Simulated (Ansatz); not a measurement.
# CH6B− (SMILES [H][B-]([H])([H])C): the energy, rung by rung

CH6B− has 8 atoms, charge -1, and is taken as a singlet. As SMILES, `[H][B-]([H])([H])C`. The shape is that of a GFN2-xTB optimisation.

```xyz
8

B    -0.0021    0.0030   -0.8203
C     0.0022   -0.0029    0.8288
H    -1.0102    0.0419    1.2453
H     0.5502    0.8499    1.2449
H     0.4697   -0.9054    1.2389
H     1.1515   -0.0352   -1.2491
H    -0.5462    1.0242   -1.2403
H    -0.6150   -0.9757   -1.2483
```

Each level gives the energy change with the C2–H4 bond stretched from 1.096 to 1.644 Å (eV). The values are calculated.

| level | kind | program | value (eV) | less FCI/STO-3G | CPU time (all runs) |
| --- | --- | --- | --- | --- | --- |
| HF/STO-3G (restricted) | Hartree–Fock | Ansatz | 3.19 | +0.90 | 0.14 s |
| SVWN5/STO-3G (restricted) | LDA | Ansatz | 2.42 | +0.13 | 1.3 s |
| BLYP/STO-3G (restricted) | GGA | Ansatz | 2.17 | -0.12 | 1.9 s |
| r2SCAN0/STO-3G (restricted) | hybrid meta-GGA | Ansatz | 2.70 | +0.41 | 4.1 s |
| CAM-B3LYP/STO-3G (restricted) | range-separated hybrid | Ansatz | 2.61 | +0.32 | 2.3 s |
| wB97X/STO-3G (restricted) | range-separated hybrid | Ansatz | 2.67 | +0.38 | 9.4 s |
| B2PLYP/STO-3G (restricted) | double hybrid | Ansatz | 2.56 | +0.27 | 2.7 s |
| BCCD(T)/STO-3G (restricted) | coupled cluster or CI | Ansatz | 2.29 | 0.00 | 0.27 s |
| FCI/STO-3G | exact in the basis | Ansatz | 2.29 | 0.00 | 1.8 min |

FCI/STO-3G is exact within its basis and frozen core, so for wave-function methods in that basis the difference is their error; functionals converge differently with the basis, so for them it is only a difference. Spin-restricted single references rise too steeply as a bond breaks, Hartree–Fock most of all. Sets without diffuse functions describe the anion poorly. The first shape isn't each level's own minimum. The values span 2.17 to 3.19 eV. All rows use very small basis sets, so even the best lies far from the true value. CPU times are rough (shared hosts, several kinds of processor): they show what a rung costs within a factor of a few.
